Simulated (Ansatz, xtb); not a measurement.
## CHFS: which of two structures lies lower

Structure a: a singlet given by its coordinates. Structure b: `C#SF`, a singlet. Both are isolated molecules in the gas phase, relaxed with B3LYP-D4/def2-TZVP.

a (Å):

```json
{"atom": "C", "x (Å)": "0.6945", "y (Å)": "0.5660", "z (Å)": "0.2239"}
{"atom": "F", "x (Å)": "1.7316", "y (Å)": "-0.1691", "z (Å)": "-0.1583"}
{"atom": "S", "x (Å)": "-0.7212", "y (Å)": "-0.4229", "z (Å)": "0.0065"}
{"atom": "H", "x (Å)": "-1.5472", "y (Å)": "0.5385", "z (Å)": "0.4503"}
```

Close contacts (Å): C1–F2 1.33, C1–S3 1.74, S3–H4 1.34.

b (Å):

| atom | x (Å) | y (Å) | z (Å) |
| --- | --- | --- | --- |
| C | -1.2685 | 0.3035 | 0.2966 |
| F | 0.3913 | 2.2264 | -0.8510 |
| S | -0.1150 | 1.2554 | 0.4710 |
| H | -1.9971 | -0.0638 | -0.4052 |

Quicker runs give these differences E(b) − E(a): GFN2-xTB −0.122 eV; HF/STO-3G +3.021 eV (at GFN2-xTB geometries); r2SCAN-D4/def2-SVP −0.002 eV (at GFN2-xTB geometries).

Task: Estimate E(b) − E(a) at the level CCSD(T)/def2-TZVPP.

Result: Calculated at CCSD(T)/def2-TZVPP: E(b) − E(a) = −0.242 eV, so structure b lies lower.

The same difference at several levels:

```csv
level,geometry,E(b) − E(a) (eV),departure from the last row (eV),"job, with rough time for the two"
GFN2-xTB,GFN2-xTB,−0.122,+0.120,"optimisation, 0.75 s"
HF/STO-3G,GFN2-xTB,+3.021,+3.263,"single point, 0.77 s"
r2SCAN-D4/def2-SVP,GFN2-xTB,−0.002,+0.240,"single point, 6.9 s"
B3LYP-D4/def2-TZVP,B3LYP-D4/def2-TZVP,−0.361,−0.119,"optimisation, 51 s"
HF/def2-TZVPP,B3LYP-D4/def2-TZVP,+0.322,+0.564,part of the CCSD(T) run
MP2/def2-TZVPP,B3LYP-D4/def2-TZVP,−0.431,−0.189,part of the CCSD(T) run
CCSD(T)/def2-TZVPP,B3LYP-D4/def2-TZVP,−0.242,,"single point, 51 s"
```

HF/STO-3G, HF/def2-TZVPP put the two in the other order. r2SCAN-D4/def2-SVP finds them nearly level. The largest departure from CCSD(T)/def2-TZVPP is that of HF/STO-3G, 3.263 eV.

With harmonic frequencies from B3LYP-D4/def2-TZVP (ideal gas, rigid rotor, one conformer each, 298.15 K, 1 atm): the zero-point term adds +0.028 eV; ΔH is −0.209 and ΔG −0.217 eV.

The T1 diagnostic of structures a and b is large, so the coupled-cluster value is less sure. The correlated steps freeze 7 core orbitals. Programs: Ansatz 0.2.0, xtb 6.7.1; the last row on 1 thread of AMD EPYC (Zen 3) on a shared host.
